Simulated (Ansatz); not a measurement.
Born–Oppenheimer molecular dynamics of CH5BO (8 atoms, charge 0, multiplicity 1). It starts from a rough guess of a transition structure, not a stationary point.

The calculation used Ansatz, UKS BHLYP/def2-SVP.

```json
{
  "ensemble": "NVE (velocity Verlet)",
  "time step": "0.5 fs",
  "steps asked": "150",
  "starting velocities drawn for": "600 K",
  "seed": "390855"
}
```

First frame:

```xyz
8
Properties=species:S:1:pos:R:3
B -0.762 -0.224 -0.716
C 0.533 0.370 0.472
O -0.830 -1.509 -0.578
H -0.011 -0.891 0.187
H -1.324 0.531 -1.415
H 1.484 -0.162 0.541
H 0.778 1.339 0.042
H 0.132 0.545 1.467
```

(1) What does the run give?

(2) What happens to the structure?

(3) How do temperature and energy run in time?

Answers

(1) The run went to its last step.

* steps done: 150
* time covered: 75 fs
* mean temperature over the second half: 2121 K
* spread of the potential energy over the second half: 63.8 meV per atom
* mean potential energy of the second half above the start: -147.8 meV per atom

The conserved energy stayed within 2.4 meV per atom of its start (net change -0.47 meV per atom), so there is no drift, though single steps change it by up to 22 meV in the whole system, a sign of fast motions only just resolved. The system heated up, since it started high on the potential surface and ran downhill. A run of 0.075 ps of so small a system gives no equilibrium averages. The orbitals stay closed-shell, which can raise the energy where a bond breaks towards radicals; this wasn't checked here.

(2) The step under study would form C2–H4 and break B1–C2, O3–H4. These pairs go: C2–H4 1.40 → 3.13 Å, B1–C2 1.85 → 1.77 Å, O3–H4 1.28 → 0.89 Å. In the last frame they stand as before the step (other bonds may differ from the relaxed reactants and products). It ends as one piece, CH5BO. Pairs count as bonded within 1.25 times the sum of covalent radii (0.12 Å more for H–H). The details hang on the random start.

(3) 
```tsv
time (fs)	T (K)	potential energy less start (eV)	conserved less start (meV/atom)
0.0	600	0.000	0.00
6.0	2384	-1.379	0.65
12.0	2524	-1.491	0.20
18.0	1892	-1.003	-0.07
24.0	1954	-1.033	2.12
30.0	3243	-2.052	-0.22
36.0	1638	-0.803	0.28
42.0	2508	-1.477	0.36
48.0	2742	-1.668	-0.82
54.0	679	-0.056	0.63
60.0	2813	-1.731	-1.88
66.0	2612	-1.568	-0.96
72.0	1766	-0.901	0.41
```

Run time: 6.8 min on 1 thread of Arm Neoverse V1, on a shared host, peak memory 0.14 GiB.
